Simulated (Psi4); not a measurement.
**HF/3-21G run of SiHF (SMILES F[SiH])**

What is the vertical electron affinity of SiHF at HF/3-21G? 

The calculation is run with Psi4 1.11.

## (1) Starting point

SiHF: 3 atoms, total charge 0, spin state singlet. SMILES: `F[SiH]`. The coordinates come from a PBE0-D4/def2-TZVP relaxation.

Bond lengths: F1–Si2 1.612 Å, Si2–H3 1.541 Å. Angles: F1–Si2–H3 96.3°.

## (2) The energy at HF/3-21G

The input, fhsi.xyz:

```xyz
3
FHSi
F     -1.090200     0.024400    -0.602300
Si     0.186800     0.629400     0.173800
H      0.892400    -0.718600     0.415300
```

The input, run_ase.py:

```python
import numpy as np
from ase.calculators.psi4 import Psi4
from ase.io import read

atoms = read('fhsi.xyz')
calc = Psi4(atoms=atoms, method='scf', basis='3-21G', memory='1600MB', num_threads=1, charge=0, multiplicity=1, label='psi4-calc')
calc.psi4.set_options({'puream': True, 'e_convergence': 1e-09, 'd_convergence': 1e-08, 'scf_type': 'pk'})
atoms.calc = calc

print(f'energy: {atoms.get_potential_energy():.6f} eV')
```

The run is started by

```bash
python run_ase.py
```

psi4-calc.dat, cut to the lines that bear on the results:

```text
[...]
  Running in c1 symmetry.
[...]
  Nuclear repulsion =   48.194575348987868
[...]
  Multiplicity = 1
[...]
  Nalpha       = 12
  Nbeta        = 12
[...]
    Number of basis functions: 24
[...]
   @RHF iter   1:  -386.85375853947551   -7.42933e-01   1.13954e-02 ADIIS/DIIS
[...]
   @RHF iter  10:  -386.88109567420798    1.13687e-13   1.87730e-09 DIIS
[...]
    Orbital Energies [Eh]
    ---------------------
    Doubly Occupied:
       1A    -68.357000     2A    -26.128238     3A     -6.158770
       4A     -4.250955     5A     -4.250372     6A     -4.248654
       7A     -1.558329     8A     -0.728372     9A     -0.639036
      10A     -0.616249    11A     -0.551458    12A     -0.348523
[...]
  @RHF Final Energy:  -386.88109567420798
   => Energetics <=
    Nuclear Repulsion Energy =             48.1945753489878683
    One-Electron Energy =                -634.4794296761597252
    Two-Electron Energy =                 199.4037586529638588
    Total Energy =                       -386.8810956742079838
[...]
 Multipole Moments:
 ------------------------------------------------------------------------------------
     Multipole            Electronic (a.u.)      Nuclear  (a.u.)        Total (a.u.)
 ------------------------------------------------------------------------------------
 L = 1.  Multiply by 2.5417464519 to convert [e a0] to [Debye]
 Dipole X            :         -1.4443468            1.8739536            0.4296068
 Dipole Y            :          0.8159816           -0.6887162            0.1272654
 Dipole Z            :         -0.7107445            0.9633463            0.2526018
 Magnitude           :                                                    0.5143599
[...]
```

On the terminal:

```text
energy: -10527.570840 eV
```

It took 1.1 s on 1 thread of Intel Xeon 6975P-C (Granite Rapids), shared host; peak memory 0.19 GiB.

## (3) The doublet anion, same level

The input, run.py:

```python
import psi4

psi4.set_memory(1600000000)
psi4.set_num_threads(1)
psi4.core.set_output_file('output.dat', False)

geom = psi4.geometry("""
-1 2
F     -1.090200     0.024400    -0.602300
Si     0.186800     0.629400     0.173800
H      0.892400    -0.718600     0.415300
units angstrom
symmetry c1
""")

psi4.set_options({
    'basis': '3-21G',
    'reference': 'uhf',
    'puream': True,
    'e_convergence': 1e-09,
    'd_convergence': 1e-08,
    'scf_type': 'pk',
    'maxiter': 200,
})

result, w = psi4.energy('hf', molecule=geom, return_wfn=True)
psi4.oeprop(w, 'DIPOLE', 'MULLIKEN_CHARGES', 'MAYER_INDICES', title='HF')
print(f'hf energy: {result:.10f} Eh')
for k, v in sorted(psi4.core.scalar_variables().items()):
    print(f'{k:45s} {v:18.10f}')
```

The run is started by

```bash
python run.py
```

output.dat, cut to the lines that bear on the results:

```text
[...]
  Running in c1 symmetry.
[...]
  Nuclear repulsion =   48.194575348987868
[...]
  Multiplicity = 2
[...]
  Nalpha       = 13
  Nbeta        = 12
[...]
    Number of basis functions: 24
[...]
   @UHF iter   1:  -386.83624315706288   -7.25418e-01   1.28426e-02 DIIS/ADIIS
[...]
   @UHF iter  13:  -386.87312827603716   -4.54747e-13   3.03396e-09 DIIS
[...]
   @S^2 Observed:                7.562050156E-01
[...]
  @UHF Final Energy:  -386.87312827603716
   => Energetics <=
    Nuclear Repulsion Energy =             48.1945753489878683
    One-Electron Energy =                -641.4349027122307234
    Two-Electron Energy =                 206.3671990872057336
    Total Energy =                       -386.8731282760371073
  UHF NO Occupations:
  HONO-2 :   11  A 1.9995074
  HONO-1 :   12  A 1.9975158
[...]
 Multipole Moments:
 ------------------------------------------------------------------------------------
     Multipole            Electronic (a.u.)      Nuclear  (a.u.)        Total (a.u.)
 ------------------------------------------------------------------------------------
 L = 1.  Multiply by 2.5417464519 to convert [e a0] to [Debye]
 Dipole X            :         -2.7312974            2.1060013           -0.6252961
 Dipole Y            :          0.4455095           -0.6919729           -0.2464634
 Dipole Z            :         -0.0000000            0.0000000           -0.0000000
 Magnitude           :                                                    0.6721156
[...]
  Mulliken Charges: (a.u.)
   Center  Symbol    Alpha    Beta     Spin     Total
       1     F     4.83377  4.78886  0.04490 -0.62263
       2    SI     7.50866  6.48687  1.02179  0.00447
       3     H     0.65757  0.72426 -0.06669 -0.38184
   Total alpha = 13.00000, Total beta = 12.00000, Total charge = -1.00000
  Mayer Bond Indices:
  Total Bond Index:
  Irrep: 1 Size: 3 x 3
[...]
```

Standard output:

```text
hf energy: -386.8731282760 Eh
CURRENT ENERGY                                   -386.8731282760
CURRENT REFERENCE ENERGY                         -386.8731282760
DD SOLVATION ENERGY                                 0.0000000000
HF KINETIC ENERGY                                 386.6848434032
HF POTENTIAL ENERGY                              -773.5579716793
HF TOTAL ENERGY                                  -386.8731282760
HF VIRIAL RATIO                                     2.0004869207
NUCLEAR REPULSION ENERGY                           48.1945753490
ONE-ELECTRON ENERGY                              -641.4349027122
PCM POLARIZATION ENERGY                             0.0000000000
PE ENERGY                                           0.0000000000
SCF ITERATION ENERGY                             -386.8731282760
SCF ITERATIONS                                     13.0000000000
SCF TOTAL ENERGY                                 -386.8731282760
TWO-ELECTRON ENERGY                               206.3671990872
```

Run time: 1 s. Hardware: 1 thread of Intel Xeon 6975P-C (Granite Rapids), shared host; peak memory 0.18 GiB.

## (4) Results

Level: HF/3-21G.

| quantity | value |
| --- | --- |
| singlet SiHF: total energy | -386.88110 Eh |
| singlet SiHF: dipole moment | 1.31 D |
| singlet SiHF: HOMO energy | -9.48 eV |
| singlet SiHF: LUMO energy | 0.62 eV |
| singlet SiHF: HOMO–LUMO gap | 10.11 eV |
| doublet anion: total energy | -386.87313 Eh |
| doublet anion: HOMO energy (highest over α and β) | -0.21 eV |
| doublet anion: LUMO energy (lowest over α and β) | 8.76 eV |
| doublet anion: ⟨S²⟩ | 0.756 |
| vertical electron affinity (to the doublet anion) | -0.217 eV |

The anion lies 0.22 eV (20.9 kJ/mol) above the neutral: the electron isn't bound at this level, and such a value depends on the basis. Without diffuse functions anions come out too high. Hartree–Fock misses the correlation that binds many anions. Mulliken charges (doublet anion) run from -0.62 on F1 to +0.00 on Si2; they depend strongly on the basis.
